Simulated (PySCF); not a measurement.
1,2-elimination

Start structure (BH$_{3}$O, closed shell), relaxed at PBE0-D4/def2-TZVP:

```
5
angstrom
B 0.1281 0.3884 -0.1190
H 0.4205 0.7802 0.9788
O -0.3559 -0.8567 -0.2973
H -0.4318 -1.3588 0.5180
H 0.2473 1.0663 -1.0973
```

The step: BH₃O ([BH2][OH]) → BHO ([BH][O]) + H₂; bonds formed: H2–H4; bonds broken: B1–H2, O3–H4. Program: PySCF 2.14 with density fitting (its default auxiliary sets; JK sets also for MP2 and CCSD(T)). Basis: def2-TZVPP and def2-QZVPP. Cores are frozen in the correlated methods. Extrapolation: Hartree–Fock as exp(−7.88 √X), correlation as X^−2.97. Energies below are by CCSD(T) at an estimated basis limit (MP2 extrapolated from triple and quadruple zeta, plus CCSD(T) − MP2 in triple zeta).

(1) What are the electronic barrier and the energy of the step, from the start structure to the end structure? (An estimate is asked for; the value comes from the calculation.)

No T1 diagnostic of these runs exceeds 0.021.

Answers

(1) Computed: Barrier 2.636 eV; step energy 0.637 eV (uphill); reverse barrier, their difference, 1.999 eV. Barrier and step energy count from the start structure, the reverse barrier from the end structure.

The saddle point: One imaginary mode of 1721i cm⁻¹.
| pair | start (Å) | saddle (Å) | end (Å) |
| --- | --- | --- | --- |
| H2–H4 | 2.35 | 1.00 | 0.75 |
| B1–H2 | 1.20 | 1.43 | 4.26 |
| O3–H4 | 0.96 | 1.36 | 2.66 |

Zero-point energy (harmonic, PBE0-D4): ZPE is 0.964 eV at the start and 0.771 eV at the saddle, so the barrier goes from 2.636 to 2.443 eV.

First-order rate constant out of the start structure at 498 K by transition-state theory, with harmonic vibrational free energies alone and no tunnelling: ΔA‡ = 2.444 eV, so k = (kB T/h) exp(−ΔA‡/kB T) ≈ 10^-12 s⁻¹ (an order of magnitude at best: rotation, the number of equivalent paths and anharmonicity are left out).

Labels in which every atom is bracketed show which atoms are joined, not bond orders.

For scale, one of the runs: CCSD(T)/def2-TZVPP, 104 basis functions, launched by `OMP_NUM_THREADS=4 python run.py`. Hardware: 4 CPU threads of an Arm Neoverse V2, shared host. Wall time about 14 s.
